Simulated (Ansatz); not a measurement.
## triplet B₂: levels of theory in one basis

```yaml
atoms:
  - { symbol: B, position_ang: [0.0000, 0.0000, 0.0000] }
  - { symbol: B, position_ang: [0.0000, 0.0000, 1.9700] }
```

Basis set: def2-SVP (spherical functions). Correlated methods keep 2 orbitals frozen. Correlation on ROHF uses semicanonical orbitals with singles. Charge 0, multiplicity 3.

Computed with Ansatz (development build ahead of 0.2.0); each method stands on the lowest determinant of its kind that the runs found.

```json
{"method": "ROHF", "E − E(ROHF) (eV)": "0.00", "<S²> of the determinant": "2.00"}
{"method": "UHF", "E − E(ROHF) (eV)": "-0.33", "<S²> of the determinant": "2.54"}
{"method": "UHF-MP2", "E − E(ROHF) (eV)": "-2.42", "<S²> of the determinant": "2.54"}
```

Problem. What does ROHF-MP2 give on the same scale?

Solution. -2.55 eV.

Problem. Is a single determinant a sound starting point here?

Solution. It is doubtful. Unrestricted orbitals lower Hartree–Fock by 0.33 eV and <S²> is 2.54 where a pure state has 2.00, a sign of strong static correlation.

Caution for UHF, UHF-MP2: the unrestricted determinant is spin contaminated.
